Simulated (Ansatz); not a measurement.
Mulliken charges of `FC(F)C(F)F` from PBE/def2-TZVPP in Ansatz (PBE0-D4/def2-TZVP geometry).

```tsv
atom	x (Å)	y (Å)	z (Å)	charge (e)
F1	-1.346	-1.046	0.377	-0.152
C2	-0.520	0.009	0.542	0.238
F3	-1.224	1.139	0.366	-0.142
C4	0.597	-0.083	-0.492	0.238
F5	1.507	0.879	-0.229	-0.152
F6	0.106	0.115	-1.726	-0.142
H7	-0.116	-0.007	1.560	0.056
H8	1.088	-1.061	-0.454	0.056
```

Problem. By hand: the dipole of these point charges (1 e Å = 4.8032 D).

Solution. Σ q r = (0.207, -0.230, 0.244) e Å, of length 0.394 e Å = 1.89 D.

Problem. How does the dipole of the full density compare? (Best estimate.)

Solution. Ansatz gave: (0.231, -0.257, 0.273) e Å, 2.12 D; the point charges give 0.89 times that, at 0° from its direction.

Point charges leave out the atoms' own dipoles, such as those of lone pairs, and Mulliken's split depends on the basis, so the close match here is no proof of good charges.
